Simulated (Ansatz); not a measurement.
Input file:

```yaml
crystal:
  periodic: [false, false, false]
  atoms:
    - {symbol: C, position_ang: [0.000000, -0.702929, 2.190703]}
    - {symbol: Ge, position_ang: [0.000000, 0.347970, 0.809036]}
    - {symbol: Cl, position_ang: [0.000000, -0.459677, -2.492616]}
    - {symbol: H, position_ang: [0.000000, -0.532769, 3.264519]}
basis:
  gaussian: {orbitals: cc-pVDZ}
magnetization: {spin_polarized: false}
hamiltonian: {xc: hf}
output: {forces: true, orbitals: {seedname: orbitals}}
```

```sh
$ ansatz run in.yaml --threads 1 --pin off --events-out ev --progress --plain --max-ram 2393MiB
```

Log:

```
702 factors; integrals over basis functions are off by at most 7.0e-4 eV
mean field evaluation 1: about -70013.6612 eV, gradient 2.4e1 eV
mean field evaluation 2: about -70013.6653 eV, gradient 2.4e1 eV
mean field evaluation 4: about -70016.4569 eV, gradient 2.8e0 eV
mean field evaluation 8: about -70016.6024 eV, gradient 1.5e-1 eV
mean field evaluation 16: about -70016.2606 eV, gradient 1.9e0 eV
mean field evaluation 32: about -70007.4209 eV, gradient 1.9e1 eV
mean field evaluation 64: about -70015.6675 eV, gradient 1.9e-2 eV
mean field -70016.60293811 eV, -2573.0626990174 hartree, gradient 2.6e-5 eV, S^2 0.000000; 2 other end points of the search recorded, 0 dependent functions left out
the calculation of the forces begins
reference -70016.60293811 eV, -2573.0626990174 hartree; 28, 28 occupied and 36, 36 virtual orbitals, 702 factors
Total energy: -70016.60293811 eV, -2573.0626990174 hartree
Atom 0 at     0.000000    -0.702929     2.190703 Å, force    -0.000000    -0.908469     1.994933 eV/Å
Atom 1 at     0.000000     0.347970     0.809036 Å, force     0.000000     1.215210    -4.178845 eV/Å
Atom 2 at     0.000000    -0.459677    -2.492616 Å, force    -0.000000     0.323178     2.065138 eV/Å
Atom 3 at     0.000000    -0.532769     3.264519 Å, force     0.000000    -0.629920     0.118773 eV/Å
Dipole moment:     0.000000     0.250860     1.925064 e Å
```

Forces (eV/Å):
```
C    0.000 -0.908  1.995
Ge   0.000  1.215 -4.179
Cl   0.000  0.323  2.065
H    0.000 -0.630  0.119
```

Ran on 1 thread of Intel Xeon Platinum 8488C, shared host: 1.9 s wall, 0.2 GiB peak host memory.
